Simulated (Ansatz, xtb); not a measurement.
**Two isomers of C2H2FS**

Structure X is `C=C(F)[S]`, a doublet and structure Y is `F/C=C/[S]`, a doublet. Both are isolated molecules in the gas phase, relaxed with PBE0-D3(BJ)/def2-SVP.

X (Å):

| atom | x (Å) | y (Å) | z (Å) |
| --- | --- | --- | --- |
| C | -1.2290 | 1.3897 | -0.6464 |
| C | 0.0521 | 1.2553 | -1.1406 |
| F | 0.9231 | 2.1956 | -0.7703 |
| S | 0.5640 | 0.0243 | -2.1444 |
| H | -1.9871 | 0.6542 | -0.9121 |
| H | -1.4828 | 2.2282 | 0.0074 |

Y (Å):

```xyz
6

C    -1.2157    1.2948   -0.7849
C     0.1309    1.3677   -0.9998
F    -1.7386    1.5219    0.3999
S     0.7882    1.0741   -2.5250
H    -1.9468    1.0480   -1.5618
H     0.7639    1.6251   -0.1390
```

Quicker runs give these differences E(Y) − E(X): GFN2-xTB −1.57 kcal/mol; HF/STO-3G +2.42 kcal/mol (at GFN2-xTB geometries); r2SCAN-D4/def2-SVP +0.66 kcal/mol (at GFN2-xTB geometries).

Estimate E(Y) − E(X) at the level CCSD(T)/def2-SVP.

Too close to call at this level: CCSD(T)/def2-SVP gives E(Y) − E(X) = +0.46 kcal/mol.

Level by level:

| level | geometry | E(Y) − E(X) (kcal/mol) | departure from the last row (kcal/mol) | job, with rough time for the two |
| --- | --- | --- | --- | --- |
| GFN2-xTB | GFN2-xTB | −1.57 | −2.03 | optimisation, 0.33 s |
| HF/STO-3G | GFN2-xTB | +2.42 | +1.96 | single point, 3.6 s |
| r2SCAN-D4/def2-SVP | GFN2-xTB | +0.66 | +0.20 | single point, 14 s |
| PBE0-D3(BJ)/def2-SVP | PBE0-D3(BJ)/def2-SVP | +0.20 | −0.26 | optimisation, 2.4 min |
| HF/def2-SVP | PBE0-D3(BJ)/def2-SVP | +0.28 | −0.18 | part of the CCSD(T) run |
| MP2/def2-SVP | PBE0-D3(BJ)/def2-SVP | −0.04 | −0.50 | part of the CCSD(T) run |
| CCSD(T)/def2-SVP | PBE0-D3(BJ)/def2-SVP | +0.46 |  | single point, 59 s |

As drawn, both hold the same kinds of bond in the same numbers.

The largest departure from CCSD(T)/def2-SVP is that of GFN2-xTB, 2.03 kcal/mol. MP2 in a larger basis moves the difference by +0.1 kcal/mol, a step that isn't added because spin contamination makes open-shell MP2 unreliable in this search.

With harmonic frequencies from PBE0-D3(BJ)/def2-SVP (ideal gas, rigid rotor, one conformer each, 298.15 K, 1 atm): on the last row, ΔE + ΔZPE = +1.12, ΔH = +1.20, ΔG = +1.10 kcal/mol.

Open shells are spin-unrestricted, with notable spin contamination under HF/STO-3G, HF/def2-SVP, MP2/def2-SVP, CCSD(T)/def2-SVP. The correlated steps freeze 8 core orbitals. Programs: Ansatz 0.2.0, xtb 6.7.1; the last row on 1 thread of AMD EPYC (Zen 3) on a shared host.
